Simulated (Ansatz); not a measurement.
Input file:

```yaml
crystal:
  periodic: [false, false, false]
  atoms:
    - {symbol: B, position_ang: [0.000000, 0.079752, 0.863775]}
    - {symbol: N, position_ang: [0.000000, -0.117617, -0.587927]}
    - {symbol: H, position_ang: [0.000000, 0.779045, -1.094669]}
basis:
  gaussian: {orbitals: 6-31G}
magnetization: {spin_polarized: false, initial_magnetization: 3}
correlation: {method: ccsd_t, electrons: outside_noble_gas}
```

```sh
$ ansatz run in.yaml --threads 1 --pin off --events-out ev --progress --plain --max-ram 2393MiB
```

The program prints:

```
290 factors; integrals over basis functions are off by at most 2.5e-4 eV
mean field evaluation 1: about -2161.6423 eV, gradient 1.1e1 eV
mean field evaluation 2: about -2161.6441 eV, gradient 1.1e1 eV
mean field evaluation 4: about -2163.1165 eV, gradient 1.4e0 eV
mean field evaluation 8: about -2163.1519 eV, gradient 1.0e-3 eV
mean field evaluation 16: about -2163.1479 eV, gradient 2.7e-1 eV
mean field evaluation 32: about -2162.8940 eV, gradient 3.2e-6 eV
mean field evaluation 64: about -2163.1516 eV, gradient 2.1e-2 eV
mean field evaluation 96: about -2163.1518 eV, gradient 2.0e-2 eV
mean field evaluation 128: about -2162.8954 eV, gradient 1.0e-1 eV
mean field evaluation 160: about -2158.1186 eV, gradient 3.1e-1 eV
mean field evaluation 192: about -2161.4526 eV, gradient 5.0e-1 eV
mean field evaluation 224: about -2163.1519 eV, gradient 2.0e-3 eV
mean field evaluation 256: about -2161.4553 eV, gradient 9.1e-3 eV
mean field evaluation 288: about -2162.9630 eV, gradient 6.6e0 eV
mean field evaluation 320: about -2162.8940 eV, gradient 1.9e-6 eV
mean field -2163.15186355 eV, -79.4943647485 hartree, gradient 6.0e-6 eV, S^2 3.750000; 14 other end points of the search recorded, 0 dependent functions left out
mean field evaluation 352: about -2163.1988 eV, gradient 1.7e-2 eV
mean field evaluation 384: about -2163.1954 eV, gradient 1.5e-1 eV
mean field evaluation 416: about -2163.1990 eV, gradient 1.8e-3 eV
mean field evaluation 448: about -2163.1990 eV, gradient 2.1e-4 eV
determinant -2163.15186355 eV, -79.4943647485 hartree, with singles and doubles -2166.43775049 eV, -79.6151188663 hartree
determinant -2162.89399083 eV, -79.4848881009 hartree, with singles and doubles -2166.16472325 eV, -79.6050853004 hartree
determinant -2162.48340664 eV, -79.4697994100 hartree, with singles and doubles -2165.90725298 eV, -79.5956234423 hartree
determinant -2161.45533310 eV, -79.4320184044 hartree, with singles and doubles -2164.64918433 eV, -79.5493902722 hartree
determinant -2163.15186355 eV, -79.4943647485 hartree, with singles and doubles -2166.44006209 eV, -79.6152038160 hartree
determinant -2162.89399083 eV, -79.4848881009 hartree, with singles and doubles -2166.19283395 eV, -79.6061183494 hartree
determinant -2162.48340664 eV, -79.4697994100 hartree, with singles and doubles -2165.96265995 eV, -79.5976596108 hartree
2 core orbitals not correlated: weight in the atoms' cores, before any rotation towards them, 1.000 or more for the frozen orbitals, at most 0.000 for the correlated occupied ones
reference -2163.15186355 eV, -79.4943647485 hartree; 6, 3 occupied and 12, 15 virtual orbitals, 290 factors
second order -2.77177085 eV of doubles, -0.02857514 eV of singles
cycle   1  -3.28819961 eV  change   -1.1e-6 eV  update   1.6e-6
perturbative correction -0.06904394 eV, -0.0025373179 hartree
Total energy: -2166.50910710 eV, -79.6177411731 hartree
```

For the same geometry and basis full CI lies 24.2 meV lower.

Ran on 1 thread of Arm Neoverse V1, shared host: 1 s wall, 0.07 GiB peak host memory.
